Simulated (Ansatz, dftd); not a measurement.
Reaction: C2H4 (ethene, SMILES C=C) → C2H3 (SMILES C=[CH], doublet) + H (doublet) (the C-H bond breaks)
Each species at its own B3LYP-D3(BJ)/def2-TZVP minimum (Ansatz, a program for electronic structure).

Wanted: bond dissociation energy (electronic), in kcal/mol. Radicals and triplets start from unrestricted determinants; spin-orbit coupling is neglected. Correlated methods leave the cores frozen. Rows without X2C or -DK are non-relativistic. CBS(X,Y): correlation extrapolated as X^-3, Hartree-Fock from the larger set (Q,5: extrapolated as (X+1)exp(-9√X)). A bracket is a step between two methods taken in the basis named. Functionals run without relativity, which enters their misses. Double hybrids freeze cores in their MP2 part. 'core' is core correlation in cc-pwCVTZ, 'X2C' scalar relativity in cc-pVTZ-DK, both at CCSD(T). For partners of very few electrons the exact lower level stands in for a higher one. The UHF reference of C2H3 ([CH]=C, doublet) is spin-contaminated (<S^2> up to 0.19 over the pure value in the sets run).

Compared with CCSD(T)/CBS(cc-pVQZ,cc-pV5Z) + [CCSDT(Q) - CCSD(T)]/cc-pVTZ + core + X2C (Ansatz): 118.0 kcal/mol.

Costs are rough ratios of core time, to one figure, on one kind of shared machine, summed over the single points of the molecules; atoms, geometries and frequencies are left out. The first row took roughly 6 core seconds; short runs hold start-up time.

```csv
level,program,cost relative to the first row
PBE/def2-TZVPD,Ansatz,1
B2PLYP/def2-TZVPD,Ansatz,1
r2SCAN-D3(BJ)/def2-TZVPD,Ansatz + dftd3,1
B2GP-PLYP/def2-TZVPD,Ansatz,1
CCSD(T)/cc-pVTZ,Ansatz,4
CCSDT(Q)/cc-pVDZ,Ansatz,10
CCSDT(Q)/cc-pVTZ,Ansatz,200
```

**Question.** Among the rows that cost no more than B2GP-PLYP/def2-TZVPD, which comes nearest?

**Answer.** B2GP-PLYP/def2-TZVPD.
| level | difference (kcal/mol) |
|---|---|
| PBE/def2-TZVPD | -4.5 |
| B2PLYP/def2-TZVPD | -2.1 |
| r2SCAN-D3(BJ)/def2-TZVPD | -5.8 |
| B2GP-PLYP/def2-TZVPD | -1.8 |
| CCSD(T)/cc-pVTZ | -0.8 |
| CCSDT(Q)/cc-pVDZ | -4.7 |
| CCSDT(Q)/cc-pVTZ | -1.2 |
